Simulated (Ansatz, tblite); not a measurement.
# The cluster AlCu₃−: a ladder of methods and basis sets

One table from this session's results is given with a row withheld; the runs are named, their logs left out.

The runs use Ansatz 0.2.0, Gaussian basis; as each input shows.

The runs, in order: GFN1-xTB, GFN2-xTB, PBE-D4/def2-TZVPD, r2SCAN-D4/def2-TZVPD, B2PLYP/def2-TZVPD, LDA/def2-TZVPD, LC-ωPBE(0.10)/def2-SVPD, LC-ωPBE(0.15)/def2-SVPD, LC-ωPBE(0.20)/def2-SVPD, LC-ωPBE(0.30)/def2-SVPD, PBE-D4/def2-SVPD, PBE0-D4/def2-SVPD, HF/6-31G, B3LYP-D4/6-31G, CCSD(T)/def2-SVPD, MP2/def2-TZVPD, RPA/def2-TZVPD.

3 further runs of the same task are left out: 3 set aside as unsound or not needed. Runs told in other sessions of the task aren't counted.

### The structure

The geometry is that of the doublet, from an earlier relaxation (PBE-D4/def2-SVPD). At that level it is the lowest of the isomers that a small search found.

4 atoms, charge -1, spin multiplicity 2.

Bond lengths: Al1–Cu2 2.476 Å, Al1–Cu3 2.401 Å, Al1–Cu4 2.400 Å, Cu2–Cu3 2.340 Å, Cu2–Cu4 2.341 Å, Cu3–Cu4 2.628 Å. Angles: Cu2–Al1–Cu3 57.3°, Cu2–Al1–Cu4 57.4°, Cu3–Al1–Cu4 66.4°, Al1–Cu2–Cu3 59.7°, Al1–Cu2–Cu4 59.7°, Cu3–Cu2–Cu4 68.3°, Al1–Cu3–Cu2 63.0°, Al1–Cu3–Cu4 56.8°, Cu2–Cu3–Cu4 55.9°, Al1–Cu4–Cu2 63.0°, Al1–Cu4–Cu3 56.8°, Cu2–Cu4–Cu3 55.8°.

No spin-orbit coupling is included. The ion is computed in the gas phase, without counter-ions or solvent.

PBE0-D4/def2-TZVPD was run before; its log isn't repeated, and its numbers join the tables.

Set-up of the first run:

Tight binding, by tblite at 300 K electronic temperature and without a spin-polarisation term:

```python
tblite.interface.Calculator('GFN1-xTB', numbers, positions, charge=-1, uhf=1).singlepoint()
```

Tight binding, by tblite at 300 K electronic temperature and without a spin-polarisation term:

```python
tblite.interface.Calculator('GFN2-xTB', numbers, positions, charge=-1, uhf=1).singlepoint()
```

start.molden holds the orbitals of an earlier run on this state, given as this run's starting guess.

Contents of in.yaml:

```yaml
crystal:
  periodic: [false, false, false]
  atoms:
    - {symbol: Al, position_ang: [-1.442391, 0.015949, -0.336666]}
    - {symbol: Cu, position_ang: [0.857461, -0.705035, -0.905496]}
    - {symbol: Cu, position_ang: [0.119241, -0.758357, 1.314454]}
    - {symbol: Cu, position_ang: [0.465688, 1.447453, -0.072292]}
basis:
  gaussian: {orbitals: def2-TZVPD, initial_orbitals: start.molden}
total_charge: -1
magnetization: {spin_polarized: true, initial_magnetization: 1}
hamiltonian: {xc: pbe, dispersion: d4}
scf: {omitted_lower_state_checks: [starts]}
output: {orbitals: {seedname: orbitals}}
```

Command:

```sh
$ ansatz run in.yaml --threads 4 --pin off --events-out ev --progress --plain --max-ram 4787MiB
```

Steps of the session up to this table: PBE-D4/def2-TZVPD; r2SCAN-D4/def2-TZVPD; B2PLYP/def2-TZVPD; LDA/def2-TZVPD; LC-ωPBE(0.10)/def2-SVPD; LC-ωPBE(0.15)/def2-SVPD; LC-ωPBE(0.20)/def2-SVPD; LC-ωPBE(0.30)/def2-SVPD; PBE-D4/def2-SVPD; PBE0-D4/def2-SVPD; HF/6-31G; B3LYP-D4/6-31G; CCSD(T)/def2-SVPD; MP2/def2-TZVPD; RPA/def2-TZVPD.

One of the session's tables, all rows but one given; the rest of the session is left out.

```
                  level  HOMO (eV)  LUMO (eV)  gap (eV)
               HF/6-31G      -1.17       4.11      5.29
         LDA/def2-TZVPD      -0.10       0.16      0.26
       PBE-D4/def2-SVPD       0.21       0.53      0.31
      PBE-D4/def2-TZVPD       0.09       0.42      0.33
   r2SCAN-D4/def2-TZVPD       0.01       0.63      0.62
         B3LYP-D4/6-31G      -0.23       1.12      1.35
      PBE0-D4/def2-SVPD      -0.27       1.33      1.60
     PBE0-D4/def2-TZVPD      -0.39       1.24      1.63
LC-ωPBE(0.10)/def2-SVPD      -1.10       1.90      3.00
LC-ωPBE(0.15)/def2-SVPD      -1.46       2.39      3.85
LC-ωPBE(0.20)/def2-SVPD          ?          ?         ?
LC-ωPBE(0.30)/def2-SVPD      -1.88       3.09      4.98
```

Estimate the missing values for LC-ωPBE(0.20)/def2-SVPD.

The run gave: HOMO (eV): -1.68; LUMO (eV): 2.72; gap (eV): 4.41. In the column «HOMO (eV)» it lies between LC-ωPBE(0.30)/def2-SVPD (-1.88) and LC-ωPBE(0.15)/def2-SVPD (-1.46).

To keep in mind: Doubts: large T1 diagnostic, spin contamination. Notes on CCSD(T)/def2-SVPD: large T1 diagnostic, spin contamination.
